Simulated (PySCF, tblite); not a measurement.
**C2H4B radical: geometry, infrared bands and EPR parameters**

Aim: predict the infrared bands and EPR parameters of C2H4B radical (`B[C]=C`).

The runs use tblite 0.8.0 and PySCF 2.14.0, with density-fitted response routines of our own; the level of theory stands in each step. All values are computed, except where a source is named. Atoms count from 0, in the outputs and in this text.

## Step 1: Starting geometry

7 atoms, charge 0, multiplicity 2; geometry from: force field or distance geometry start.

Bonds of the start (Å): B0–C1 1.54, C1–C2 1.33, B0–H3 1.20, B0–H4 1.20, C2–H5 1.07, C2–H6 1.09.

## Step 2: Relaxing the molecule with GFN2-xTB

What the job is given:

```
{"job": {"kind": "relax", "xc": "GFN2-xTB", "basis": "xTB"}, "charge": 0, "multiplicity": 2}
B     -1.259000     0.039100     0.082800
C      0.120800    -0.584500    -0.216400
C      1.298100    -0.021200     0.013200
H     -1.702300     0.878700    -0.651300
H     -2.086600    -0.664300     0.588600
H      1.451100     0.955800     0.411100
H      2.181200    -0.598700    -0.255100
```

Command:

```sh
$ OMP_NUM_THREADS=1 python probes_run.py task.json out
```

One launch serves the whole session: the jobs run in the order shown.

**Question.** This job is followed by: GFN2-xTB harmonic vibrations, gas phase; UKS B3LYP, pcH-1 on B C H, non-relativistic, mean-field spin-orbit, GIAO. Predict these results of the whole session: strongest single infrared mode (GFN2-xTB); zero-point energy (GFN2-xTB); g(iso) (B3LYP); ⟨S²⟩; largest a(iso) (averaged by class); surface potential, 1st and 99th percentile.

**Answer**, as computed:

| quantity | value |
| --- | --- |
| strongest single infrared mode (GFN2-xTB) | 2597 cm⁻¹, 124 km/mol |
| zero-point energy (GFN2-xTB) | 29.4 kcal/mol |
| g(iso) (B3LYP) | 2.00229 |
| ⟨S²⟩ | 0.754 (exact 0.75) |
| largest a(iso) (averaged by class) | 1H on H5, H6, 146.5 MHz |
| surface potential, 1st and 99th percentile | -0.41 V and 1.22 V |

In words: Over 35 steps the energy fell by 0.826 eV; of the close pairs, B0–C1 changed most, 1.543 to 1.464 Å. No mode is imaginary among the 15: a minimum at this level. The strongest single mode, at 2597 cm⁻¹, moves mainly H4 and H3. Unscaled tight-binding wavenumbers are off by several per cent, some by more. Its intensities can rank the bands wrongly. C1 carries the largest spin population, 0.74 e. The isotropic g lies 0.0 ppt below the free-electron value.
